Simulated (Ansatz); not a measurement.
A made-up structure of BSiNH3, doublet:

N1  (1.013, -2.213, 1.053)
B2  (0.530, -1.109, 0.540)
Si3  (-0.236, 0.541, -0.251)
H4  (1.567, -3.039, 1.277)
H5  (0.753, 1.174, -1.156)
H6  (-0.620, 1.480, 0.831)
(Å)

It is relaxed with PBE-D4/def2-SVP and then PBE0-D4/def2-TZVP (Ansatz 0.2.0). Atoms count as bonded within 1.22 times the sum of their covalent radii (H–H: 0.88 Å). The end point is not checked to be a true minimum.

Question: Does its bonding change? (A judgement: the text doesn't fix the answer.)

Answer: Computed: No: no bond forms or breaks.

Where it ends: The first stage lowers the energy by 0.15 eV in 6 steps. It ends as BSiNH₃ ([NH][B][SiH2]):
```xyz
6
angstrom
N 1.0685 -2.1863 0.9765
B 0.6265 -1.1130 0.5432
Si -0.1581 0.5174 -0.1887
H 1.4365 -3.0369 1.3314
H 0.6849 1.1878 -1.2082
H -0.6519 1.4642 0.8404
```

Labels in which every atom is bracketed show which atoms are joined, not bond orders.

For scale, one of the runs: PBE0-D4/def2-TZVP relaxation, 117 basis functions, launched by `ansatz run in.yaml --threads 2 --pin off --events-out ev --progress --plain --max-ram 4352MiB`. Hardware: 2 CPU threads of an Arm Neoverse V2, shared host. Wall time about 15 s.
